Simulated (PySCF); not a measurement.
Isomers of C4H3FO, one GFN2-xTB conformer each. Single-point energies are computed at PBE0/pcSseg-1 (PySCF, gas phase, no added dispersion term), electronic only.

Task: Rank them by PBE0/pcSseg-1 energy, lowest first (kJ/mol).
A. `O=C1C=C(F)C1`
B. `[CH:1]#[C:2][CH2:3][C:4](=[O:5])[F:6]` with C2–C3–C4–O5 106°
C. `C1=C[C@@H](C1=O)F`
D. `FC1=CC=CO1`
E. `CC#CC(=O)F`
F. `[O:1]=[C:2]=[CH:3]/[CH:4]=[CH:5]\[F:6]` with C2–C3–C4–C5 180°
G. `[O:1]=[c:2]1[cH:3][c:4]1[CH2:5][F:6]` with C3–C4–C5–F6 0°

Result: D (0.0), E (56.5), A (60.7), F (61.1), B (80.0), C (84.6), G (153.9).

As drawn, the highest has a three-membered ring, which the lowest lacks. Neighbours under 10 kJ/mol apart (CC#CC(=O)F and O=C1C=C(F)C1; O=C1C=C(F)C1 and O=C=C/C=C\F; C#CCC(=O)F and O=C1C=C[C@@H]1F) can change places with a better method, another conformer or zero-point energy. GFN2-xTB itself gives, in the same order: 0.0, 125.6, 132.8, 122.2, 151.4, 165.3, 216.8. Both levels put the same isomer lowest; measured from each level's own lowest isomer, the values differ by up to 80.7 kJ/mol (O=C1C=C[C@@H]1F: 165.3 against 84.6).

Task: Which frontier levels, dipoles and rotational constants go with these structures?

Result: 
```json
{"SMILES": "Fc1ccco1", "HOMO (eV, PBE0/pcSseg-1)": "-6.71", "LUMO (eV)": "0.28", "dipole (D)": "1.72", "A, B, C (MHz)": "9315, 3698, 2647"}
{"SMILES": "CC#CC(=O)F", "HOMO (eV, PBE0/pcSseg-1)": "-8.54", "LUMO (eV)": "-1.78", "dipole (D)": "4.72", "A, B, C (MHz)": "10971, 1762, 1533"}
{"SMILES": "O=C1C=C(F)C1", "HOMO (eV, PBE0/pcSseg-1)": "-7.57", "LUMO (eV)": "-1.33", "dipole (D)": "2.25", "A, B, C (MHz)": "12688, 2479, 2102"}
{"SMILES": "O=C=C/C=C\\F", "HOMO (eV, PBE0/pcSseg-1)": "-6.38", "LUMO (eV)": "-1.27", "dipole (D)": "1.14", "A, B, C (MHz)": "18404, 1532, 1414"}
{"SMILES": "C#CCC(=O)F", "HOMO (eV, PBE0/pcSseg-1)": "-8.41", "LUMO (eV)": "-0.82", "dipole (D)": "2.72", "A, B, C (MHz)": "7391, 2420, 2183"}
{"SMILES": "O=C1C=C[C@@H]1F", "HOMO (eV, PBE0/pcSseg-1)": "-7.61", "LUMO (eV)": "-1.91", "dipole (D)": "3.84", "A, B, C (MHz)": "5648, 4078, 2544"}
{"SMILES": "O=c1cc1CF", "HOMO (eV, PBE0/pcSseg-1)": "-7.15", "LUMO (eV)": "-1.13", "dipole (D)": "2.55", "A, B, C (MHz)": "13130, 1953, 1719"}
```
